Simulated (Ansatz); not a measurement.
Input file for Ansatz (a program for electronic structure): R-MP2/cc-pVTZ on ethane (SMILES CC), atoms moved off the minimum.

Ansatz 0.2 input:
```yaml
crystal:
  periodic: [false, false, false]
  atoms:
    - {symbol: C, position_ang: [-0.78358819, 0.20455915, 0.02417459]}
    - {symbol: C, position_ang: [0.84824987, -0.16816084, 0.08030319]}
    - {symbol: H, position_ang: [-1.29423051, -0.72011340, -0.79273870]}
    - {symbol: H, position_ang: [-0.92242853, 1.19603232, -0.30649998]}
    - {symbol: H, position_ang: [-1.28028187, -0.14852990, 0.85670243]}
    - {symbol: H, position_ang: [1.07480368, -1.08691915, 0.21699194]}
    - {symbol: H, position_ang: [1.20390727, 0.56532494, 0.70432356]}
    - {symbol: H, position_ang: [1.19806220, 0.20442626, -1.02726157]}
basis:
  gaussian:
    orbitals: cc-pVTZ
magnetization: {spin_polarized: false}
correlation: {method: mp2, electrons: outside_noble_gas}
scf: {lower_state_search: off}
output: {forces: true}
```

Output:

```
WARN ansatz: RAYON_NUM_THREADS=1 ignored (pool sized by the plan → 1); use --threads N
Functional definition: HF
these checks for a lower state are left out or cut short: starts, cluster_reference, orbital_swaps, neighbouring_geometries, increment
integrals: 0.12 GiB planned
786 factors; integrals over basis functions are off by at most 9.3e-4 eV
mean field: 0.25 GiB planned
mean field evaluation 1: about -2152.8961 eV, gradient 2.5e1 eV
mean field evaluation 2: about -2152.8941 eV, gradient 2.5e1 eV
mean field evaluation 4: about -2154.6720 eV, gradient 2.3e0 eV
mean field evaluation 8: about -2154.6950 eV, gradient 1.0e-1 eV
mean field -2154.69503222 eV, -79.1835819293 hartree, gradient 3.1e-6 eV, S^2 0.000000; 0 other end points of the search recorded, 0 dependent functions left out
2 core orbitals not correlated
reference -2154.69503222 eV, -79.1835819293 hartree; 7, 7 occupied and 135, 135 virtual orbitals, 786 factors
densities: 0.29 GiB planned
second order -10.16397851 eV of doubles, -0.00000000 eV of singles
the calculation of the forces begins
Total energy: -2164.85901073 eV, -79.5571012503 hartree
Atom 0 at    -0.783588     0.204559     0.024175 Å, force     2.105503    -5.763390    -3.870928 eV/Å
Atom 1 at     0.848250    -0.168161     0.080303 Å, force    -4.566612     7.618858    -5.891944 eV/Å
Atom 2 at    -1.294231    -0.720113    -0.792739 Å, force     1.520383     3.363874     1.910954 eV/Å
Atom 3 at    -0.922429     1.196032    -0.306500 Å, force    -0.465332     0.835691    -0.235773 eV/Å
Atom 4 at    -1.280282    -0.148530     0.856702 Å, force    -0.907311     0.203374     2.247522 eV/Å
Atom 5 at     1.074804    -1.086919     0.216992 Å, force     1.415909    -6.089765     1.252328 eV/Å
Atom 6 at     1.203907     0.565325     0.704324 Å, force     1.458765     1.083885     1.853208 eV/Å
Atom 7 at     1.198062     0.204426    -1.027262 Å, force    -0.561305    -1.252526     2.734633 eV/Å
Dipole moment:     0.017570     0.015730     0.050409 e Å
Checks for a lower state left out: starts, cluster_reference, orbital_swaps, neighbouring_geometries, increment
```

The calculation finished and met its thresholds.

Cost: around 3 core-seconds (rough).
